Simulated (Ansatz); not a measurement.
Cartesian coordinates in Å:
```
C -0.550 0.157 0.616
Si 1.334 -0.037 0.405
O 1.425 -0.338 -1.221
H -0.923 0.973 -0.016
H -0.835 0.371 1.649
H -1.065 -0.761 0.304
H 0.614 -0.364 -1.738
```

The species carries charge 0 and has multiplicity 1.

(1) List the PBE/def2-TZVPP orbital energies in eV (Ansatz). (Estimate.)

Results:

(1) Ansatz gave: Occupied: -1780.02, -510.60, -268.48, -137.57, -94.46, -94.31, -94.17, -25.17, -17.23, -13.59, -10.36, -10.05, -9.92, -8.39, -7.95, -5.26. Lowest empty: -2.47, -0.25, 0.30, 1.55, 2.10, 2.25, 2.64, 4.30.
